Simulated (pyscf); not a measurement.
H₂N–B(NH₂)–Cl + NH₃ → H₂N–B(NH₂)–NH₂ + HCl (four-centre exchange; singlet surface; B–Cl, H–N broken, B–N, Cl–H formed). Single points on ωB97X-D3(BJ)/def2-SVP structures (PySCF, gas phase). Energies in kcal/mol from the separated reactants.

```json
[
 {"level": "r²SCAN/def2-TZVP", "barrier": "(withheld)", "reaction energy": "+6.5"},
 {"level": "B3LYP-D3(BJ)/def2-TZVP", "barrier": "7.9", "reaction energy": "+5.6"},
 {"level": "PBE0-D3(BJ)/def2-TZVP", "barrier": "6.6", "reaction energy": "+6.2"},
 {"level": "M06-2X/def2-TZVP", "barrier": "8.5", "reaction energy": "+5.0"},
 {"level": "ωB97M-D3(BJ)/def2-TZVP", "barrier": "(withheld)", "reaction energy": "(withheld)"},
 {"level": "HF/def2-TZVP", "barrier": "16.3", "reaction energy": "+4.6"}
]
```

Complete the blanks.


- r²SCAN/def2-TZVP, barrier: 7.3
- ωB97M-D3(BJ)/def2-TZVP, barrier: 8.1
- ωB97M-D3(BJ)/def2-TZVP, reaction energy: +5.5

The functionals in the table span 1.9 kcal/mol in this barrier, from PBE0-D3(BJ) to M06-2X. On the reactant side the descent ends in an adduct with a B–N contact, 1.4 kcal/mol over the separated species and 7.5 kcal/mol under the saddle at ωB97X-D3(BJ)/def2-TZVP. On the product side the descent ends in a bound adduct, 8.5 kcal/mol under the separated species and 10.9 kcal/mol under the saddle at ωB97X-D3(BJ)/def2-TZVP. What is counted as formed (B–N) is already present as a longer contact in the reactant adduct; forming that adduct is a step of its own. One saddle was located; it need not be the lowest between these sides.
